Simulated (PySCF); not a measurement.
ethynol: gas-phase deprotonation enthalpies at several levels

Structure: `C#CO` (C2H2O). Non-hydrogen atoms are numbered in `[CH:1]#[C:2][OH:3]`.

All levels share the PBE0-D3(BJ)/ma-def2-SVP structures and the PBE0-D3(BJ)/ma-def2-SVP thermal terms; only the single-point energies (PySCF) change. Values are gas-phase deprotonation enthalpies (298 K, kJ/mol).

| level | O3 | C1 | abs. error | time |
| --- | --- | --- | --- | --- |
| MP2/ma-def2-TZVP | 1370 | 1591 | 20.2 | 7.7 s |
| M06-2X/ma-def2-TZVP | 1383 | 1593 | 7.1 | – |
| CCSD(T)/ma-def2-TZVP | 1387 | 1594 | 3.3 | 98 s |
| HF/ma-def2-TZVP | 1415 | 1617 | 24.7 | 1.7 s |
| ATcT 1.112 | 1390 | n/a |  |  |

Times are wall times for all single points of a level on 1 thread of Intel Xeon Platinum 8259CL @ 2.50GHz, a shared host; the dash marks the run that also made the structures.

Hartree-Fock leaves out electron correlation, so its deprotonation energies can be off by tens of kJ/mol.

The widest spread is that of O3: 45 kJ/mol, from 1370 to 1415.
